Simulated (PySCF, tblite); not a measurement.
# C₅H₁₁P: dynamics, then NMR shifts on frames, part 2 of 2

tblite 0.8.0 and PySCF 2.14.0. Atoms count from 0. Earlier steps stand in the parts before.

**5. Nuclear shieldings: 625 fs, PBE0/pcSseg-1**

Job settings and geometry (Å):

```
{"job": {"kind": "nmr", "xc": "PBE0", "basis": "pcSseg-1", "pop": false}, "charge": 0, "multiplicity": 1}
C      2.237400    -0.224200    -0.165100
C      1.360800     0.111200     0.897300
C      0.028400     0.370100     0.834000
P     -1.061900     0.107800    -0.629200
C     -2.571700     1.057400    -0.062600
C     -3.405600     0.401500     1.090000
H      2.398100    -1.312000    -0.216800
H      1.842800    -0.108000    -1.218900
H      3.131000     0.409300    -0.018500
H      1.627500     0.008300     1.992900
H     -0.564700     0.572100     1.706600
H     -1.630200    -1.076000    -0.118600
H     -3.244200     1.009700    -1.008800
H     -2.290300     2.043100     0.139200
H     -2.875600    -0.248900     1.689000
H     -3.763100     1.277800     1.600500
H     -4.272200    -0.183600     0.638100
```

With the program's defaults for keys left out, this is: GIAO PBE0/pcSseg-1 NMR shielding, non-relativistic, gas phase.

The log of the run:

```text
coarse grid: 13880 points
cycle   1  E = -537.9427327052  dE =  3.991e-01  |g| = 3.979e-01  |ddm| = 3.567e+00
cycle   2  E = -537.9345689127  dE =  8.164e-03  |g| = 4.399e-01  |ddm| = 7.612e-01
cycle   3  E = -537.9862622298  dE = -5.169e-02  |g| = 4.565e-02  |ddm| = 4.341e-01
cycle   4  E = -537.9865875391  dE = -3.253e-04  |g| = 3.147e-02  |ddm| = 8.554e-02
cycle   5  E = -537.9868243372  dE = -2.368e-04  |g| = 8.545e-03  |ddm| = 3.106e-02
cycle   6  E = -537.9868434330  dE = -1.910e-05  |g| = 2.165e-03  |ddm| = 1.090e-02
cycle   7  E = -537.9868444503  dE = -1.017e-06  |g| = 4.296e-04  |ddm| = 2.437e-03
final grid: 127064 points
cycle   8  E = -538.0240235179  dE = -3.648e-05  |g| = 8.127e-03  |ddm| = 3.581e-02
cycle   9  E = -538.0240169267  dE =  6.591e-06  |g| = 9.550e-03  |ddm| = 1.526e-02
cycle  10  E = -538.0240409395  dE = -2.401e-05  |g| = 4.867e-04  |ddm| = 8.885e-03
cycle  11  E = -538.0240409947  dE = -5.518e-08  |g| = 2.156e-04  |ddm| = 8.139e-04
cycle  12  E = -538.0240410039  dE = -9.249e-09  |g| = 9.704e-05  |ddm| = 2.447e-04
cycle  13  E = -538.0240410064  dE = -2.424e-09  |g| = 2.540e-05  |ddm| = 1.206e-04
cycle  14  E = -538.0240410065  dE = -1.528e-10  |g| = 5.477e-06  |ddm| = 2.420e-05
converged SCF energy = -538.0240410065

GIAO shielding tensors (ppm)
atom      isotropic    diamagn.    paramagn.     s11        s22        s33       span
  0 C      168.260     249.623     -81.363    152.567    165.908    186.303     33.736
  1 C       29.794     257.391    -227.597   -104.143     37.740    155.785    259.928
  2 C       44.124     266.015    -221.891    -67.803     53.233    146.942    214.744
  3 P      390.249     968.534    -578.286    318.776    401.317    450.653    131.877
  4 C      167.169     254.996     -87.827    161.325    167.732    172.450     11.125
  5 C      168.129     245.652     -77.523    147.017    165.219    192.152     45.135
  6 H       29.123      28.622       0.502     25.606     26.431     35.333      9.727
  7 H       27.761      30.198      -2.437     23.666     28.508     31.108      7.443
  8 H       28.906      27.071       1.836     24.174     26.927     35.619     11.445
  9 H       23.916      30.252      -6.336     20.601     21.704     29.444      8.843
 10 H       25.107      35.985     -10.879     21.199     23.000     31.121      9.922
 11 H       28.193      32.962      -4.769     23.916     27.945     32.716      8.799
 12 H       28.329      29.976      -1.646     22.487     27.840     34.661     12.173
 13 H       31.449      34.332      -2.883     26.859     30.298     37.190     10.331
 14 H       31.933      32.327      -0.394     27.522     31.901     36.376      8.855
 15 H       29.823      27.235       2.588     24.217     27.936     37.316     13.100
 16 H       29.100      26.874       2.226     24.516     27.197     35.587     11.072
```

It took 51 s on 1 thread of Intel Xeon at 2.50GHz, shared host; peak memory 0.75 GiB.

Key values: δ C1 157.1, C2 142.8, C4 19.8, C5 18.8, H9 7.80, H10 6.61 ppm.

**6. Shielding tensors: 800 fs, PBE0/pcSseg-1**

Job settings and geometry (Å):

```
{"job": {"kind": "nmr", "xc": "PBE0", "basis": "pcSseg-1", "pop": false}, "charge": 0, "multiplicity": 1}
C      1.858800    -0.581800     0.422000
C      1.092200     0.394300     1.368500
C     -0.198400     0.641600     1.262500
P     -1.241500    -0.030000    -0.089700
C     -2.727100     1.053000    -0.102800
C     -3.732800     0.397900     0.951000
H      2.832100    -0.219300     0.478500
H      1.933000    -1.594000     0.956700
H      1.359800    -0.608100    -0.573000
H      1.580000     0.817700     2.248700
H     -0.733200     1.305800     1.913800
H     -1.595100    -1.121200     0.606400
H     -3.209500     1.218600    -1.056000
H     -2.530600     2.070800     0.296200
H     -4.018100     1.171200     1.613100
H     -4.566600    -0.083200     0.493300
H     -3.254100    -0.353100     1.587200
```

Level: GIAO PBE0/pcSseg-1 NMR shielding, non-relativistic, gas phase.

The log of the run:

```text
coarse grid: 13880 points
cycle   1  E = -537.9421053665  dE =  3.978e-01  |g| = 3.932e-01  |ddm| = 3.557e+00
cycle   2  E = -537.9392237498  dE =  2.882e-03  |g| = 4.135e-01  |ddm| = 7.298e-01
cycle   3  E = -537.9845084232  dE = -4.528e-02  |g| = 3.808e-02  |ddm| = 3.952e-01
cycle   4  E = -537.9847432049  dE = -2.348e-04  |g| = 2.564e-02  |ddm| = 7.545e-02
cycle   5  E = -537.9849019453  dE = -1.587e-04  |g| = 7.065e-03  |ddm| = 2.617e-02
cycle   6  E = -537.9849145107  dE = -1.257e-05  |g| = 1.795e-03  |ddm| = 8.674e-03
cycle   7  E = -537.9849152661  dE = -7.554e-07  |g| = 3.710e-04  |ddm| = 2.438e-03
final grid: 127064 points
cycle   8  E = -538.0231104044  dE = -2.845e-05  |g| = 8.138e-03  |ddm| = 2.770e-02
cycle   9  E = -538.0231050835  dE =  5.321e-06  |g| = 9.324e-03  |ddm| = 1.454e-02
cycle  10  E = -538.0231276989  dE = -2.262e-05  |g| = 4.133e-04  |ddm| = 8.280e-03
cycle  11  E = -538.0231277318  dE = -3.291e-08  |g| = 2.243e-04  |ddm| = 6.386e-04
cycle  12  E = -538.0231277436  dE = -1.176e-08  |g| = 6.081e-05  |ddm| = 2.155e-04
cycle  13  E = -538.0231277445  dE = -8.945e-10  |g| = 2.150e-05  |ddm| = 8.739e-05
converged SCF energy = -538.0231277445

GIAO shielding tensors (ppm)
atom      isotropic    diamagn.    paramagn.     s11        s22        s33       span
  0 C      163.859     246.786     -82.927    143.464    165.595    182.518     39.055
  1 C       38.698     256.550    -217.852    -80.198     44.912    151.382    231.580
  2 C       50.794     264.128    -213.333    -53.984     65.130    141.237    195.221
  3 P      357.744     970.016    -612.272    205.478    388.563    479.191    273.713
  4 C      173.598     253.451     -79.853    150.345    180.910    189.541     39.196
  5 C      160.406     245.361     -84.955    104.795    177.524    198.899     94.104
  6 H       30.632      29.989       0.643     26.465     28.895     36.536     10.071
  7 H       28.869      28.122       0.747     25.191     26.564     34.852      9.661
  8 H       27.718      29.145      -1.427     22.787     29.001     31.366      8.579
  9 H       24.926      30.991      -6.064     22.633     23.612     28.534      5.901
 10 H       25.299      34.290      -8.991     22.754     23.771     29.373      6.619
 11 H       28.671      34.036      -5.365     23.605     29.297     33.111      9.506
 12 H       30.411      31.716      -1.305     26.105     27.997     37.132     11.028
 13 H       30.096      32.767      -2.671     26.859     27.793     35.637      8.778
 14 H       29.928      27.883       2.045     24.736     27.820     37.228     12.492
 15 H       29.982      27.684       2.298     25.659     27.772     36.516     10.858
 16 H       30.649      29.743       0.906     25.646     31.950     34.352      8.706
```

Wall time 45 s (1 thread of Intel Xeon at 2.50GHz, shared host); peak memory 0.75 GiB.

In short: δ C1 148.2, C2 136.1, C5 26.5, C0 23.1, H9 6.79, H10 6.42 ppm.

**7. Shielding tensors: 1000 fs, PBE0/pcSseg-1**

Job settings and geometry (Å):

```
{"job": {"kind": "nmr", "xc": "PBE0", "basis": "pcSseg-1", "pop": false}, "charge": 0, "multiplicity": 1}
C      1.396000    -0.036300     1.373600
C      0.610100     1.211200     1.624300
C     -0.444100     1.599900     0.974300
P     -1.327500     0.509200    -0.238000
C     -3.070300     1.218800     0.176300
C     -3.891800     0.040900     0.683800
H      2.317800    -0.225100     2.012800
H      0.692800    -0.877500     1.668900
H      1.685200    -0.082000     0.275100
H      1.137500     1.890600     2.331700
H     -0.803900     2.532300     1.379800
H     -1.278400    -0.658900     0.570500
H     -3.479600     1.685300    -0.688800
H     -3.001200     1.887200     0.948500
H     -4.870700     0.408800     0.914900
H     -3.937700    -0.749100     0.008400
H     -3.361500    -0.432400     1.507000
```

Level: GIAO PBE0/pcSseg-1 NMR shielding, non-relativistic, gas phase.

The log of the run:

```text
coarse grid: 13880 points
cycle   1  E = -537.9392244879  dE =  4.464e-01  |g| = 4.315e-01  |ddm| = 3.550e+00
cycle   2  E = -537.9272159518  dE =  1.201e-02  |g| = 4.812e-01  |ddm| = 8.153e-01
cycle   3  E = -537.9895877659  dE = -6.237e-02  |g| = 3.649e-02  |ddm| = 4.700e-01
cycle   4  E = -537.9898863413  dE = -2.986e-04  |g| = 1.993e-02  |ddm| = 6.869e-02
cycle   5  E = -537.9899805802  dE = -9.424e-05  |g| = 6.115e-03  |ddm| = 2.289e-02
cycle   6  E = -537.9899885979  dE = -8.018e-06  |g| = 2.533e-03  |ddm| = 7.556e-03
final grid: 127064 points
cycle   7  E = -538.0282587980  dE = -3.413e-05  |g| = 9.461e-03  |ddm| = 3.213e-02
cycle   8  E = -538.0282396235  dE =  1.917e-05  |g| = 1.276e-02  |ddm| = 1.873e-02
cycle   9  E = -538.0282820251  dE = -4.240e-05  |g| = 1.595e-03  |ddm| = 1.145e-02
cycle  10  E = -538.0282826457  dE = -6.206e-07  |g| = 2.531e-04  |ddm| = 1.418e-03
cycle  11  E = -538.0282826624  dE = -1.672e-08  |g| = 7.485e-05  |ddm| = 3.998e-04
cycle  12  E = -538.0282826639  dE = -1.472e-09  |g| = 2.249e-05  |ddm| = 1.083e-04
cycle  13  E = -538.0282826640  dE = -1.206e-10  |g| = 4.173e-06  |ddm| = 2.322e-05
converged SCF energy = -538.0282826640

GIAO shielding tensors (ppm)
atom      isotropic    diamagn.    paramagn.     s11        s22        s33       span
  0 C      159.858     252.988     -93.130    148.917    153.654    177.003     28.086
  1 C       47.104     256.770    -209.666    -63.646     48.175    156.783    220.429
  2 C       52.160     262.570    -210.410    -60.333     78.010    138.802    199.135
  3 P      382.645     968.564    -585.920    250.377    377.145    520.412    270.035
  4 C      167.289     257.212     -89.923    149.115    165.930    186.822     37.707
  5 C      172.015     248.206     -76.190    146.106    172.189    197.751     51.645
  6 H       28.526      28.728      -0.202     25.041     26.253     34.283      9.242
  7 H       28.843      31.705      -2.862     24.826     29.208     32.495      7.668
  8 H       28.817      31.241      -2.424     24.466     28.022     33.963      9.496
  9 H       24.868      29.507      -4.638     21.542     25.533     27.530      5.989
 10 H       25.624      32.297      -6.672     22.709     24.955     29.208      6.500
 11 H       27.881      32.831      -4.951     23.112     29.168     31.362      8.251
 12 H       30.524      32.634      -2.110     26.404     28.459     36.708     10.304
 13 H       31.760      35.604      -3.844     27.209     31.077     36.993      9.784
 14 H       30.648      26.236       4.412     24.724     27.506     39.715     14.991
 15 H       31.756      30.998       0.758     27.949     30.194     37.125      9.177
 16 H       30.792      29.854       0.937     26.112     30.852     35.412      9.300
```

Wall time 49 s (1 thread of Intel Xeon at 2.50GHz, shared host); peak memory 0.82 GiB.

Key values: δ C1 139.8, C2 134.8, C0 27.1, C4 19.6, H9 6.85, H10 6.09 ppm.

**8. Comparing the runs: NMR shifts**

Shifts (ppm) of some atoms, chosen among heavy atoms and hydrogens apart, with basis size and wall time:

```csv
frame,C1,C2,C0,C5,H12,H13,P3,functions,time
250 fs,156.5,139.0,24.5,22.7,0.61,0.46,-70.4,164,55 s
425 fs,155.7,119.4,29.5,17.5,1.42,2.20,-68.3,164,53 s
625 fs,157.1,142.8,18.7,18.8,3.39,0.27,-71.9,164,51 s
800 fs,148.2,136.1,23.1,26.5,1.31,1.62,-39.4,164,45 s
1000 fs,139.8,134.8,27.1,14.9,1.19,-0.04,-64.3,164,49 s
```

**9. Results**

What follows sums up all 2 parts.

```
                                        quantity                                                                 value
                                      thermostat                                                                 400 K
                   mean temperature, second half                                                                 479 K
         mean potential energy above the minimum                                                               0.96 eV
  ¹³C shifts against TMS (PBE0/pcSseg-1, 250 fs)                                    156.5, 139.0, 24.5, 22.7, 11.7 ppm
   ¹H shifts against TMS (PBE0/pcSseg-1, 250 fs)  7.63, 7.08, 4.93, 3.62, 2.07, 1.90, 1.55, 1.46, 0.65, 0.61, 0.46 ppm
³¹P shifts against H3PO4 (PBE0/pcSseg-1, 250 fs)                                                             -70.4 ppm
                        range of the shift of P3                                                    -71.9 to -39.4 ppm
```

**Reading.** In the second half the potential energy averages 0.96 eV above the minimum; equipartition over 45 harmonic modes at 400 K would give 0.78 eV. With 17 atoms the temperature swings widely (216 to 710 K). Shifts at one fixed geometry are not the observed spectrum, which averages over the motion. In the first frame run (250 fs): The largest span, 245 ppm, is at C1, where the paramagnetic term is -223 ppm. Across the 5 runs the shift of P3 moves most, between -71.9 (625 fs) and -39.4 ppm (800 fs).
